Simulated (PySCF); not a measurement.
# C(OH)2: structure of the singlet

The task is one start of a wider search on C(OH)2: the singlet, from a bent start. It is relaxed, tested by its Hessian and followed downhill if it is a saddle.

Computed with PySCF 2.14.0. Level: PBE0, basis C def2-TZVP, O def2-TZVP, H def2-TZVP, no relativity, density fitting.

### Step 1. Where the work starts

5 atoms, charge 0, spin multiplicity 1.

Bond lengths: C1–O2 1.380 Å, C1–O3 1.380 Å, O2–H4 0.960 Å, O3–H5 0.960 Å. Angles: O2–C1–O3 110.0°, C1–O2–H4 130.0°, C1–O3–H5 130.0°.

Z-matrix (Å, degrees; charge 0 multiplicity 1):
```
C
O  1 1.3800
O  1 1.3800 2 110.00
H  2 0.9600 1 130.00 3 90.00
H  3 0.9600 1 130.00 2 90.00
```

### Step 2. First SCF at the start

The steps below are one call of a driver around PySCF. For each, scf.py gives the equivalent set-up of the SCF; relaxations use the driver's own optimiser. After this first run the driver tries any further starts and a stability analysis.

File scf.py:

```python
from pyscf import gto, scf, dft
mol = gto.M(atom='''
C      0.000000     0.000000     0.000000
O      1.130400     0.000000     0.791500
O     -1.130400     0.000000     0.791500
H      1.635900    -0.735400     1.145500
H     -1.635900     0.735400     1.145500''',
    basis={'C': 'def2-TZVP', 'O': 'def2-TZVP', 'H': 'def2-TZVP'},
    charge=0, spin=0)
mf = dft.RKS(mol, xc='PBE0')
mf.grids.atom_grid = (50, 194)
aux = {'C': 'def2-universal-JKFIT', 'O': 'def2-universal-JKFIT', 'H': 'def2-universal-JKFIT'}
mf = mf.density_fit(auxbasis=aux)
mf.conv_tol = 1e-08
mf.diis_space = 10
mf.max_cycle = 60
mf.init_guess = 'minao'
mf.verbose = 4
mf.kernel()
```

Started as:

```
$ OMP_NUM_THREADS=4 python axn.py task.json out
```

The program printed:

```text
init E= -189.745164334526
  HOMO = -0.255882532543264  LUMO = -0.108544041114161  gap/eV = 4.00928
cycle= 1 E= -189.37631018682  delta_E= 0.369  |g|= 0.846  |ddm|= 1.73
  HOMO = -0.194012935355091  LUMO = -0.0665537968018448  gap/eV = 3.46834
cycle= 2 E= -189.168340934934  delta_E= 0.208  |g|= 1.36  |ddm|= 1.06
  HOMO = -0.228686527703715  LUMO = -0.0605785304005195  gap/eV = 4.57445
cycle= 3 E= -189.496587506849  delta_E= -0.328  |g|= 0.0914  |ddm|= 0.685
  HOMO = -0.250788569831091  LUMO = -0.0781372705736629  gap/eV = 4.69808
cycle= 4 E= -189.498448763583  delta_E= -0.00186  |g|= 0.0345  |ddm|= 0.13
  HOMO = -0.243597765630003  LUMO = -0.0697914536122717  gap/eV = 4.72951
cycle= 5 E= -189.498737897842  delta_E= -0.000289  |g|= 0.00413  |ddm|= 0.0361
  HOMO = -0.243739293145602  LUMO = -0.0699772177494857  gap/eV = 4.72831
cycle= 6 E= -189.498741016612  delta_E= -3.12e-06  |g|= 0.000456  |ddm|= 0.00309
  HOMO = -0.243722936049455  LUMO = -0.0699713274798803  gap/eV = 4.72802
cycle= 7 E= -189.498741095766  delta_E= -7.92e-08  |g|= 0.000123  |ddm|= 0.00071
  HOMO = -0.243731418172509  LUMO = -0.0699813400285088  gap/eV = 4.72798
cycle= 8 E= -189.498741100508  delta_E= -4.74e-09  |g|= 2.5e-05  |ddm|= 0.000207
  HOMO = -0.243733184808885  LUMO = -0.0699834206778682  gap/eV = 4.72797
Extra cycle  E= -189.498741100553  delta_E= -4.49e-11  |g|= 3.05e-05  |ddm|= 3.95e-05
converged SCF energy = -189.498741100553
```

This step, with its further starts and checks, needed 6.9 s of wall time on 4 threads of Arm Neoverse N1, shared host.

The starts that the driver tried:

```tsv
start	energy (Eh)
the minimal-basis guess	-189.498741
a thermally smeared density	-189.498741
a smeared PBE density	-189.498741
```

No lower closed-shell solution turned up from the other starts or in the test of internal stability.

### Step 3. Bent start, singlet: relaxation

The program finds C2 symmetry in the start, which this walk keeps. The walk stops when the largest gradient is under 0.0003 Eh/bohr and the energy has settled too.

Edit scf.py of step 2 so:

```diff
@@ -3,5 +3,5 @@
-C      0.000000     0.000000     0.000000
-O      1.130400     0.000000     0.791500
-O     -1.130400     0.000000     0.791500
-H      1.635900    -0.735400     1.145500
-H     -1.635900     0.735400     1.145500''',
+C      0.000000     0.000000    -0.600556
+O      1.130400    -0.000000     0.190944
+O     -1.130400     0.000000     0.190944
+H      1.635900    -0.735400     0.544944
+H     -1.635900     0.735400     0.544944''',
@@ -17 +16,0 @@
-mf.init_guess = 'minao'
```

Steps of the walk:

```tsv
step	energy (Eh)	change (kJ/mol)	largest symmetric gradient (Eh/bohr)
0	-189.498741	0.00	0.03206
1	-189.506721	-20.95	0.01342
2	-189.510201	-30.09	0.02645
3	-189.513001	-37.44	0.04584
4	-189.518005	-50.58	0.05086
5	-189.522787	-63.13	0.04645
6	-189.551663	-138.95	0.03388
7	-189.565753	-175.94	0.04254
8	-189.567058	-179.37	0.02828
9	-189.570269	-187.80	0.00641
10	-189.570859	-189.34	0.00372
11	-189.570971	-189.64	0.00406
12	-189.570999	-189.71	0.00080
13	-189.571001	-189.72	0.00024
```

The walk took 17 s.

Geometry (Å) and forces (eV/Å) at some steps:

```
step 0
C    0.000   0.000  -0.601   0.000   0.000   1.472
O    1.130   0.000   0.191  -1.649   0.663  -0.482
O   -1.130   0.000   0.191   1.649  -0.663  -0.482
H    1.636  -0.735   0.545  -0.333  -0.308  -0.254
H   -1.636   0.735   0.545   0.333   0.308  -0.254
step 1
C    0.000   0.000  -0.569   0.000   0.000  -0.071
O    1.059   0.040   0.236   0.690  -0.261   0.655
O   -1.059  -0.040   0.236  -0.690   0.261   0.655
H    1.582  -0.739   0.485  -0.235   0.302  -0.620
H   -1.582   0.739   0.485   0.235  -0.302  -0.620
step 7
C    0.000   0.000  -0.283   0.000   0.000   0.532
O    1.033  -0.258   0.527  -2.187   0.423   0.781
O   -1.033   0.258   0.527   2.187  -0.423   0.781
H    1.753  -0.627   0.050   0.816  -0.218  -1.047
H   -1.753   0.627   0.050  -0.816   0.218  -1.047
step 13
C    0.000   0.000  -0.240   0.000   0.000  -0.005
O    0.993  -0.329   0.561  -0.003   0.003   0.012
O   -0.993   0.329   0.561   0.003  -0.003   0.012
H    1.731  -0.572  -0.005   0.000  -0.002  -0.010
H   -1.731   0.572  -0.005   0.000   0.002  -0.010
```

End point (C2v, 13 steps, 189.7 kJ/mol gained): C–O 1.317 Å (×2), O–H 0.962 Å (×2); C–O–H 106.5° (×2), O–C–O 105.1°.

### Step 4. Vibrations and properties at this point

The point is checked on the finer grid, and tightened if its gradient asks for it. The Hessian and the dipole derivatives come from central differences of analytic gradients, with steps of 0.02 bohr.

Edit scf.py of step 3 so:

```diff
@@ -3,5 +3,5 @@
-C      0.000000     0.000000    -0.600556
-O      1.130400    -0.000000     0.190944
-O     -1.130400     0.000000     0.190944
-H      1.635900    -0.735400     0.544944
-H     -1.635900     0.735400     0.544944''',
+C      0.000000     0.000000    -0.566038
+O      0.993033    -0.328489     0.234169
+O     -0.993033     0.328489     0.234169
+H      1.730592    -0.572468    -0.333315
+H     -1.730592     0.572468    -0.333315''',
@@ -11 +11 @@
-mf.grids.atom_grid = (50, 194)
+mf.grids.atom_grid = (75, 302)
@@ -14 +14 @@
-mf.conv_tol = 1e-08
+mf.conv_tol = 1e-10
```

This SCF starts from the last density.

Log of the central SCF (cycles and frontier levels):

```text
init E= -189.571004988449
  HOMO = -0.249836850087426  LUMO = -0.00598882577726911  gap/eV = 6.63544
cycle= 1 E= -189.571004988447  delta_E= 2.1e-12  |g|= 3.67e-06  |ddm|= 3.97e-06
  HOMO = -0.249836300749251  LUMO = -0.00598842167770997  gap/eV = 6.63544
Extra cycle  E= -189.571004988443  delta_E= 3.64e-12  |g|= 5.97e-06  |ddm|= 5.13e-06
converged SCF energy = -189.571004988443
```

The whole step took 31 s.

Geometry: C2v; C–O 1.317 Å (×2), O–H 0.962 Å (×2); C–O–H 106.4° (×2), O–C–O 105.2°.

Harmonic modes (main isotopes):

| symmetry | ω (cm⁻¹) | IR (km/mol) | μ (u) |
| --- | --- | --- | --- |
| a1 | 650 | 12.5 | 4.65 |
| a2 | 677 | 0.0 | 1.19 |
| b1 | 741 | 191 | 1.09 |
| b2 | 1152 | 456 | 1.70 |
| a1 | 1162 | 3.4 | 1.94 |
| b2 | 1376 | 78.8 | 2.78 |
| a1 | 1434 | 136 | 2.40 |
| b2 | 3864 | 254 | 1.07 |
| a1 | 3868 | 25.9 | 1.07 |

Every mode is real; the point is a minimum.

Properties at this point:

```yaml
Dipole_moment: 0.56 D
Highest_occupied_level: -6.80 eV
Lowest_empty_level: -0.16 eV
Rotational_constants: 2.895, 0.4043, 0.3548 cm⁻¹
Zero-point_energy: 89.3 kJ/mol
Principal_polarisabilities: 16.7, 19.5, 28.7 bohr³
Atomisation_energy_without_zero-point_energy: 1907 kJ/mol
Principal_traceless_quadrupole_moments_about_the_centre_of_mass: -7.73, -2.92, 10.65 D Å
Entropy_at_298.15_K_and_1_bar: 242.9 J/(mol K)
Heat_capacity_Cp_at_298.15_K: 46.8 J/(mol K)
Enthalpy_at_298.15_K_above_0_K: 10.99 kJ/mol
Rotational_symmetry_number: 2
```

Populations by atom (charges in e):

```json
{"atom": "C1", "Mulliken": "-0.15", "Löwdin": "-0.58", "polar tensor": "0.58", "Mayer order to C1": "–"}
{"atom": "O2,3", "Mulliken": "-0.28", "Löwdin": "0.10", "polar tensor": "-0.62", "Mayer order to C1": "1.19"}
{"atom": "H4,5", "Mulliken": "0.35", "Löwdin": "0.19", "polar tensor": "0.33", "Mayer order to C1": "0.01"}
```

Outer orbital energies (eV). occupied: -29.61, -19.13, -14.74, -14.10, -12.77, -12.48, -10.10, -6.80; empty: -0.16, 1.05, 1.45, 4.76.

Mulliken populations on C1: s 3.89, p 2.09, d 0.15, f 0.02.

### Step 5. Stability of the closed shell

At the lowest minimum the closed shell is tested against spin polarisation, on the (50, 194) grid. It is stable.

### Step 6. Results

| quantity | value |
| --- | --- |
| minimum | singlet, C2v |
| geometry | C–O 1.317 Å (×2), O–H 0.962 Å (×2); C–O–H 106.4° (×2), O–C–O 105.2° |
| wavenumbers (cm⁻¹) | 650 (a1), 677 (a2), 741 (b1), 1152 (b2), 1162 (a1), 1376 (b2), 1434 (a1), 3864 (b2), 3868 (a1) |
| dipole moment | 0.56 D |
| highest occupied, lowest empty level | -6.80, -0.16 eV |
| polar-tensor charge of C1 | +0.58 e |
| zero-point energy | 89.3 kJ/mol |
| entropy at 298.15 K | 242.9 J/(mol K) |
| atomisation energy (no zero-point energy) | 1907 kJ/mol |

From C2 at the start the molecule goes to a C2v minimum. The strongest infrared band lies at 1152 cm⁻¹ (b2). Only this shape and spin were tried, so other structures or states may lie lower.

The search up to here needed 57 s of wall time on 4 threads of Arm Neoverse N1, shared host.
